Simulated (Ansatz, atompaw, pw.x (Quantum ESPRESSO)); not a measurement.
**pw.x on bcc Mg: one setting changed**

Potential: PAW, atompaw 4.2.0.5, PBEsol; core [Ne], reference 3s2 3p0; waves: 3s (bound): rc 2.85 bohr; 3s channel at 0.05 Ry: rc 2.85 bohr; 3p (bound, empty): rc 2.85 bohr; 3p channel at 0.25 Ry: rc 2.85 bohr; 3d channel at 0.3 Ry: rc 2.85 bohr; 3d channel at 2.45 Ry: rc 2.00 bohr; local part: ultrasoft scheme with l = 3 at -0.5 Ry, radius 2.15 bohr; core correction: smooth core density matched at 2.60 bohr; augmentation: sinc compensation charge, radius 2.70 bohr; PAW radius 2.85 bohr; waves and projectors: custom rrkj gramschmidtortho.

The reference run (k-mesh 13³, cutoffs 40/400 Ry, Fermi–Dirac 0.01 Ry, mixing_beta 0.4, conv_thr 1e-9, no spin) gives 0.21 GPa at 22.446 Å³/atom, where all-electron LAPW gives 0.16 GPa. This run, with its own iteration cap, changes smearing to mp.

```
&control
  calculation='scf', prefix='x', pseudo_dir='./', outdir='./tmp', tstress=.true., disk_io='none'
/
&system
  ibrav=0, nat=1, ntyp=1, ecutwfc=40, ecutrho=400, nbnd=8,
  occupations='smearing', smearing='mp', degauss=0.01
/
&electrons
  conv_thr=1e-09, mixing_beta=0.4, electron_maxstep=60
/
ATOMIC_SPECIES
Mg 1.0 Mg.UPF
CELL_PARAMETERS angstrom
  -1.77702276 1.77702276 1.77702276
  1.77702276 -1.77702276 1.77702276
  1.77702276 1.77702276 -1.77702276
ATOMIC_POSITIONS crystal
Mg 0.0000 0.0000 0.0000
K_POINTS automatic
13 13 13 0 0 0
```

```bash
pw.x < Mg.scf.in > Mg.scf.out
```

How does the run end?

It converges in 12 iterations; the free energy moves by +16.8 meV/atom and the pressure by +0.01 GPa. This scheme is built to cancel the term in the square of the width that Fermi–Dirac smearing leaves in the F of a metal.

```
Message from routine setup:
     using ibrav=0 with symmetry is DISCOURAGED, use correct ibrav instead
     lattice parameter (alat)  =       5.8164  a.u.
     unit-cell volume          =     151.4731 (a.u.)^3
     number of electrons       =         2.00
     number of Kohn-Sham states=            8
     kinetic-energy cutoff     =      40.0000  Ry
     charge density cutoff     =     400.0000  Ry
     scf convergence threshold =      1.0E-09
     Exchange-correlation= SLA PW PSX PSC
     number of k points=    84  Methfessel-Paxton smearing, width (Ry)=  0.0100
     iteration #  1     ecut=    40.00 Ry     beta= 0.40
     total energy              =     -32.71649399 Ry
     estimated scf accuracy    <       0.00459104 Ry
     iteration #  2     ecut=    40.00 Ry     beta= 0.40
     total energy              =     -32.71718806 Ry
     estimated scf accuracy    <       0.00158191 Ry
     iteration #  3     ecut=    40.00 Ry     beta= 0.40
     total energy              =     -32.71720874 Ry
     estimated scf accuracy    <       0.00000104 Ry
     iteration #  4     ecut=    40.00 Ry     beta= 0.40
     total energy              =     -32.71721078 Ry
     estimated scf accuracy    <       0.00000135 Ry
     iteration #  5     ecut=    40.00 Ry     beta= 0.40
     total energy              =     -32.71721210 Ry
     estimated scf accuracy    <       0.00001059 Ry
     iteration #  6     ecut=    40.00 Ry     beta= 0.40
     total energy              =     -32.71721233 Ry
     estimated scf accuracy    <       0.00000174 Ry
     iteration #  7     ecut=    40.00 Ry     beta= 0.40
     negative rho (up, down):  8.277E-08 0.000E+00
     total energy              =     -32.71721218 Ry
     estimated scf accuracy    <       0.00000182 Ry
     iteration #  8     ecut=    40.00 Ry     beta= 0.40
     negative rho (up, down):  2.362E-07 0.000E+00
     total energy              =     -32.71721218 Ry
     estimated scf accuracy    <       0.00000051 Ry
     iteration #  9     ecut=    40.00 Ry     beta= 0.40
     negative rho (up, down):  4.595E-07 0.000E+00
     total energy              =     -32.71721220 Ry
     estimated scf accuracy    <       0.00000005 Ry
     iteration # 10     ecut=    40.00 Ry     beta= 0.40
     negative rho (up, down):  3.705E-07 0.000E+00
     total energy              =     -32.71721220 Ry
     estimated scf accuracy    <       0.00000007 Ry
     iteration # 11     ecut=    40.00 Ry     beta= 0.40
     negative rho (up, down):  3.478E-07 0.000E+00
     total energy              =     -32.71721220 Ry
     estimated scf accuracy    <          6.2E-09 Ry
     iteration # 12     ecut=    40.00 Ry     beta= 0.40
     negative rho (up, down):  3.488E-07 0.000E+00
     the Fermi energy is     3.7610 ev
!    total energy              =     -32.71721220 Ry
     estimated scf accuracy    <          3.6E-13 Ry
     smearing contrib. (-TS)   =      -0.00003048 Ry
     The total energy is F=E-TS. E is the sum of the following terms:
     one-electron contribution =       1.45407462 Ry
     hartree contribution      =       0.00380567 Ry
     xc contribution           =      -0.92365170 Ry
     ewald contribution        =      -2.16744484 Ry
     one-center paw contrib.   =     -31.08396547 Ry
     convergence has been achieved in  12 iterations
     negative rho (up, down):  3.488E-07 0.000E+00
          total   stress  (Ry/bohr**3)                   (kbar)     P=        2.30
     Message from routine punch:
     Nothing written, as per user request (disk_io='none')
```

The run took about 10 s on one core of a shared host (Intel(R) Xeon(R) 6975P-C, 192 threads, 378 GiB, load 84).
